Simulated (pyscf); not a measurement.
H₂C=N–CH₃ → [HC–N=CH₂] [singlet] + hydrogen (H₂) (elimination; singlet surface; C–H, C–H broken, H–H formed). Optimised with ωB97X-D3(BJ)/def2-SVP in PySCF. Energies in kcal/mol from the reactant's lowest minimum found.

| level | barrier | reaction energy |
|---|---|---|
| ωB97X-D3(BJ)/def2-TZVP | 82.2 | +66.0 |
| PBE/def2-TZVP | 67.4 | +55.2 |
| r²SCAN/def2-TZVP | (withheld) | +57.7 |
| B3LYP-D3(BJ)/def2-TZVP | 73.7 | +58.1 |
| ωB97M-D3(BJ)/def2-TZVP | (withheld) | (withheld) |
| HF/def2-TZVP | 101.7 | +69.0 |

Problem. What belongs in the gaps?

Solution. 
- r²SCAN/def2-TZVP, barrier: 71.4
- ωB97M-D3(BJ)/def2-TZVP, barrier: 79.3
- ωB97M-D3(BJ)/def2-TZVP, reaction energy: +63.6

The functionals in the table span 14.8 kcal/mol in this barrier, from PBE to ωB97X-D3(BJ)/def2-TZVP. H₂C=N–CH₃ lies 9.1 kcal/mol over its isomer H₃C–CH=NH (electronic energy, ωB97M-D3(BJ)/def2-TZVP). [HC–N=CH₂] [singlet] lies 57.8 kcal/mol over its isomer H₃C–C≡N (electronic energy, ωB97M-D3(BJ)/def2-TZVP). This is the saddle that the search found; another between the same sides may lie lower.
